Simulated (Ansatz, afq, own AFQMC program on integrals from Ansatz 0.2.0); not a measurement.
Integrals from Ansatz 0.2.0, then the random walk in our own AFQMC program (afq).

```yaml
crystal:
  periodic: [false, false, false]
  atoms:
    - {symbol: Au, position_ang: [0.000000, 0.000000, 0.000000]}
    - {symbol: Si, position_ang: [0.000000, 0.000000, 1.831000]}
basis:
  gaussian: {orbitals: def2-SVP}
total_charge: 1
magnetization: {spin_polarized: false, initial_magnetization: 2}
correlation: {method: ccsd_t, electrons: outside_noble_gas, hamiltonian_folder: ham}
```

```sh
$ ansatz run in.yaml --threads 1 --pin off --events-out ev --progress --plain --max-ram 1382MiB
```

Options of the walk:

```
--method phaseless --trial cisd --walkers 60 --populations 1 --least-time 40 --time-step 0.005 --steps-per-block 50 --equilibration-blocks 40 --max-blocks 300 --target-error 0.00045 --factor-cut 1e-05 --start spin_pure --seed 262 --release-times 0.24,0.6,1.2,1.8,2.6 --release-step 0.04 --release-every 4 --taylor-order 6
```

Times are imaginary, in 1/Eh. The walk had a cap of 2953 s. Core potentials past Kr, no spin–orbit coupling.

```
orbitals 41  electrons 8 6  factors 337 of 492
reference energy -423.19390283 Eh
CCSD correlation -0.32064849 Eh in 13 cycles, weight of the determinant in the CISD state 0.8645
energy of the start -423.514552 Eh
 block  time / (1/Eh)  mean weight  energy / Eh
     1     0.250  0.9997  -423.510367
     2     0.500  1.0013  -423.514579
     3     0.750  0.9990  -423.512653
     4     1.000  0.9987  -423.515379
     5     1.250  0.9999  -423.517978
     8     2.000  0.9983  -423.523699
    17     4.250  0.9993  -423.517137
    41    10.250  0.9975  -423.522915
    65    16.250  0.9990  -423.518456
    89    22.250  0.9999  -423.525667
   113    28.250  1.0016  -423.535585
   137    34.250  0.9973  -423.519454
   161    40.250  1.0001  -423.517020
   185    46.250  1.0003  -423.523068
   209    52.250  0.9979  -423.518683
   233    58.250  1.0009  -423.524070
   257    64.250  1.0027  -423.519949
   281    70.250  0.9997  -423.515885
   297    74.250  0.9997  -423.515127
   305    76.250  1.0001  -423.529823
   329    82.250  1.0046  -423.522064
   337    84.250  0.9951  -423.539740
blocks merged  error / Eh  count
     1  0.000335  300
     2  0.000411  150
     4  0.000472  75
     8  0.000495  37
    16  0.000393  18
    32  0.000472  9
released: time / (1/Eh)  energy / Eh  error  mean overlap
  0.24  -423.523152  0.000562  1.0086
  0.60  -423.523654  0.000513  1.0117
  1.20  -423.524347  0.000519  1.0121
  1.80  -423.523746  0.000763  1.0284
  2.60  -423.523676  0.000866  1.0212
energy -423.522894 +/- 0.000495 Eh
(rows thinned)
```

Question: Estimate how long the walk took on 1 thread of Intel(R) Xeon(R) 6975P-C (Granite Rapids), on a shared host.

Answer: 16 min of wall time.

The run passed its tests (sampling time, drift between the halves within three errors, error under three times the target), which doesn't prove that it has relaxed.

Against this walk (error 13.5 meV) on the same determinant: CCSD(T) 22.9 meV lower (within the noise). The error is statistical and leaves out the bias of the constraint. None of these is a sure reference here. Released to 2.60 1/Eh the energy moves by -21 ± 27 meV (both errors), within twice the noise.

Cautions: constraint bias not in the error; error above the target (13.5 against 12.2 meV); no spin-orbit coupling; outer-core shells of the metal frozen; lower spins were not checked; higher spins were not checked.

A walk keeps the symmetry of its determinant, which the program's search chose and which needn't be the lowest solution, so a lower state of the same spin and another symmetry isn't excluded.
